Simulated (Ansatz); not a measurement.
**BH₅OSi: ionisation energy by level of theory**

The task here is to estimate one member of a computed series from the others.

The runs use Ansatz 0.2.0, Gaussian basis; unrestricted cation, the program's frozen cores in correlated methods.

Plan: UKS PBE-D4/def2-TZVPP; UKS r2SCAN-D4/def2-TZVPP; UKS PBE0-D4/def2-TZVPP; UKS B3LYP-D4/def2-TZVPP; UKS wB97X-V/def2-TZVPP; UKS wB97M-V/def2-TZVPP; UKS B2PLYP/def2-TZVPP; UHF-CCSD(T)/def2-TZVPP; UHF-MP2/def2-QZVPP; extrapolation to the limit; then −ε(HOMO) from the neutral's earlier runs with LDA (SPW92), PBE-D4, revPBE-D4, BLYP-D4, r2SCAN-D4, B97M-V, PBE0-D4, B3LYP-D4, r2SCANh-D4, r2SCAN0-D4, HSE06-D4, BHLYP-D4, CAM-B3LYP-D4, LC-ωPBE, ωB97X-V, ωB97M-V.

## Structure used throughout

All runs share one geometry, relaxed beforehand with PBE0-D4 in a triple-zeta def2 set.

SMILES `B[SiH2]O`, 8 atoms, charge 0, spin multiplicity 1.

Atoms are counted from 1 here; the program's logs count them from 0.

Bond lengths: B1–Si2 2.005 Å, B1–H4 1.197 Å, B1–H5 1.197 Å, Si2–O3 1.655 Å, Si2–H6 1.486 Å, Si2–H7 1.500 Å, O3–H8 0.958 Å. Angles: Si2–B1–H4 124.0°, Si2–B1–H5 119.0°, H4–B1–H5 116.9°, B1–Si2–O3 116.3°, B1–Si2–H6 111.5°, B1–Si2–H7 105.1°, O3–Si2–H6 105.0°, O3–Si2–H7 111.2°, H6–Si2–H7 107.5°, Si2–O3–H8 117.3°.

The first run:

Input file in.yaml:

```yaml
crystal:
  periodic: [false, false, false]
  atoms:
    - {symbol: B, position_ang: [-0.931926, 0.607171, -0.805092]}
    - {symbol: Si, position_ang: [0.619727, 0.066430, 0.343604]}
    - {symbol: O, position_ang: [0.419822, -1.306655, 1.245127]}
    - {symbol: H, position_ang: [-1.863189, -0.104347, -1.050525]}
    - {symbol: H, position_ang: [-0.922741, 1.686233, -1.324195]}
    - {symbol: H, position_ang: [0.965216, 1.126496, 1.326429]}
    - {symbol: H, position_ang: [1.776714, -0.067963, -0.600864]}
    - {symbol: H, position_ang: [0.028478, -2.064466, 0.809717]}
basis:
  gaussian: {orbitals: def2-TZVPP}
total_charge: 1
magnetization: {spin_polarized: true, initial_magnetization: 1}
hamiltonian: {xc: pbe, dispersion: d4}
```

The run is started by

```
> ansatz run in.yaml --threads 2 --pin off --events-out ev --progress --plain --max-ram 4352MiB
```

Steps of the session up to this table: Cation, UKS PBE-D4/def2-TZVPP; Cation, UKS r2SCAN-D4/def2-TZVPP; Cation, UKS PBE0-D4/def2-TZVPP; Cation, UKS B3LYP-D4/def2-TZVPP; Cation, UKS wB97X-V/def2-TZVPP; Cation, UKS wB97M-V/def2-TZVPP; Cation, UKS B2PLYP (frozen core)/def2-TZVPP; Cation, UHF-CCSD(T)/def2-TZVPP; Cation, UHF-MP2/def2-QZVPP.

One table of the session follows, with a row left open; its other results are not shown here.

For comparison, −ε(HOMO) of the neutral from earlier runs:

| functional | −ε(HOMO) (eV) |
| --- | --- |
| LDA (SPW92) | ? |
| PBE-D4 | 6.63 |
| revPBE-D4 | 6.60 |
| BLYP-D4 | 6.55 |
| r2SCAN-D4 | 6.93 |
| B97M-V | 7.04 |
| PBE0-D4 | 7.96 |
| B3LYP-D4 | 7.77 |
| r2SCANh-D4 | 7.42 |
| r2SCAN0-D4 | 8.15 |
| HSE06-D4 | 7.56 |
| BHLYP-D4 | 9.22 |
| CAM-B3LYP-D4 | 9.36 |
| LC-ωPBE | 10.70 |
| ωB97X-V | 10.35 |
| ωB97M-V | 10.17 |

**Question.** Estimate the row for LDA (SPW92).

The run gave: −ε(HOMO) (eV): 6.72. In the column «−ε(HOMO) (eV)» it lies between PBE-D4 (6.63) and r2SCAN-D4 (6.93).

Caveats from the session: The cation may have settled in a state other than its lowest; no search over hole states beyond the program's own was made.
